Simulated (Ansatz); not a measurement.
Z-matrix (Å, degrees):
```
C
N 1 1.491
H 1 1.088 2 108.5
H 1 1.088 2 109.1 3 120.2
H 1 1.088 2 108.5 3 -119.6
C 2 1.491 1 114.0 3 59.9
H 2 1.022 1 109.2 3 -62.5
H 2 1.022 1 109.2 3 -177.7
H 6 1.088 2 108.5 1 59.9
H 6 1.088 2 109.1 1 -179.9
H 6 1.088 2 108.5 1 -59.7
```

The species carries charge 1 and has multiplicity 1.

Problem. List the CAM-B3LYP/def2-TZVPP orbital energies in eV (the Gaussian-basis code of Ansatz). (Best estimate.)

Solution. The calculation gave: Occupied: -400.54, -285.49, -285.49, -35.35, -27.92, -26.62, -23.82, -21.91, -20.65, -18.72, -18.56, -18.30, -18.17. Lowest empty: -4.07, -2.48, -2.01, -1.58, -1.42, -0.93, -0.77, -0.38.
